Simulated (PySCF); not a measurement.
C6H5F.
Geometry (PBE0-D3(BJ)/def2-TZVP, Å), atoms numbered from 1 in this order:
```xyz
12
C6H5F angstrom
F     -2.177   -1.482   -0.486
C     -1.087   -0.742   -0.242
C      0.140   -1.371   -0.153
C      1.264   -0.596    0.096
C      1.151    0.778    0.252
C     -0.095    1.382    0.159
C     -1.229    0.623   -0.090
H      0.202   -2.444   -0.278
H      2.234   -1.074    0.168
H      2.032    1.377    0.446
H     -0.189    2.455    0.281
H     -2.212    1.071   -0.167
```

Method used: PySCF 2.14.0, density-fitted response routines, TDDFT CAM-B3LYP/aug-cc-pVTZ, vertical, gas phase, core orbitals frozen in the response. Isolated species at its PBE0-D3(BJ)/def2-TZVP geometry, gas phase.

Transition dipole moments from the ground state, in atomic units and in the frame of the coordinates above (overall signs are arbitrary), for the states with f of 0.002 or more among the lowest 9:

```tsv
state	E (hartree)	μx	μy	μz
S1	0.2003	0.185	-0.272	-0.009
S3	0.2355	-0.020	-0.018	0.134
S5	0.2556	0.053	0.048	-0.356
S7	0.2604	1.019	-1.482	-0.047
S8	0.2608	1.498	1.018	0.333
S9	0.2674	-0.053	-0.049	0.378
```

(1) Work out the oscillator strengths.

(2) Label these states by symmetry in C2v.

(3) All atoms lie in one plane. Which transitions are polarised in it and which across it?

(4) Which bond between heavy atoms lies closest to the direction of the S8 transition dipole?

(5) What angle do the transition dipoles of S1 and S5 make?

(6) How is the summed strength of these states shared among x, y and z?

(7) What peak molar absorption coefficient would the strongest computed level give as a lone Gaussian band 0.5 eV wide at half height?

Answers

(1) f = (2/3) ΔE |μ|² with ΔE in hartree (27.2114 eV).

```tsv
state	|μ|² (au)	|μ| (D)	f
S1	0.108	0.84	0.014
S3	0.019	0.35	0.003
S5	0.132	0.92	0.023
S7	3.239	4.57	0.562
S8	3.390	4.68	0.589
S9	0.148	0.98	0.026
```

(2) The ground state is totally symmetric, so the direction of μ fixes the label. Polarised along the twofold axis, so A1: S8. Polarised across the twofold axis, so B1 or B2: S1, S3, S5, S7 and S9. Which of B1 and B2 hangs on the choice of axes; S1 and S7 take one label and S3, S5 and S9 the other.

(3) In the plane: S1, S7 and S8. Perpendicular: S3, S5 and S9. States polarised in the plane are symmetric under reflection in it, those polarised across it antisymmetric.

(4) F1–C2, C3–C4 and C6–C7, at 0° from it; next C5–C6 and C4–C5 at 60°.

(5) |cos θ| = |μa·μb| / (|μa| |μb|) = 0.00, so θ ≈ 90° (taken between 0 and 90°, since the signs are arbitrary).

(6) (2/3) Σ ΔE μα² gives 0.576 for x, 0.572 for y and 0.070 for z, 1.218 in all.

(7) ε(max) = 2.175×10⁸ f / FWHM, with the width in cm⁻¹. S8: 2.175×10⁸ × 0.5894 / 4033 ≈ 32000 L mol⁻¹ cm⁻¹.
